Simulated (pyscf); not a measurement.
H₃C–GeH₃ (SMILES [CH3][GeH3]) + H• (SMILES [H]) → GeH₄ (SMILES [GeH4]) + CH₃• (SMILES [CH3]), a substitution at Ge (doublet surface; C–Ge broken, Ge–H formed). Structures and frequencies: ωB97X-D3(BJ)/def2-SVP in PySCF. MP2 and CC: frozen core, UHF for open shells. ΔMP2 is the change of the MP2 total energy from the triple- to the quadruple-zeta basis. Energies in kcal/mol from the separated reactants.

Small-basis levels: PySCF, no dispersion term, spherical d functions. AM1 to PM7: differences of heats of formation from MOPAC. GFN2-xTB: tblite. Open shells are spin-unrestricted. 

```
level                             barrier  reaction energy
--------------------------------  -------  ---------------
HF/STO-3G                            30.2            -11.7
SVWN5/6-31G*+LANL2DZ                 -1.1             +2.3
BP86/6-31G*+LANL2DZ                   3.0             -7.5
PBE/6-31G*+LANL2DZ                    5.2             -2.9
B3LYP/LANL2DZ                         8.0            -10.4
B3LYP/6-31G*+LANL2DZ                  8.2             -8.5
PBE/def2-SVP                          5.0             -3.2
B3LYP/def2-SVP                        7.6             -9.2
GFN2-xTB                              4.7             +8.3
AM1                                   1.6             -9.0
PM3                                  -6.1             -7.8
PM6                                  13.4            -15.6
CCSD(T)/def2-TZVPP + ΔMP2(QZVPP)     12.3             -6.3
```

Against the last row the barrier runs from -18.5 (PM3) to +17.9 kcal/mol (HF/STO-3G). At SVWN5/6-31G*+LANL2DZ, GFN2-xTB, PM3 this geometry lies under one side, so the entry may be no barrier of that level: it is a single point on another level's saddle. CCSD(T)/def2-TZVPP + ΔMP2(QZVPP) has limits of its own. The same reactants have a lower exit, to H₃C–GeH₂• + H₂ (barrier +2.9 kcal/mol at ωB97M-D3(BJ), against +12.5 kcal/mol here). One saddle was located; it need not be the lowest between these sides. The angle at the attacked Ge is 180°. The CCSD(T) − MP2 part came from Ansatz, without density fitting, on the same reference. The frozen core leaves the outer d or s,p core shells of the metals and heavy elements correlated in the MP2 and CC values, and def2-TZVPP describes them poorly, which can shift differences by a few kcal/mol. In the def2 sets elements up to Kr have no core potential.
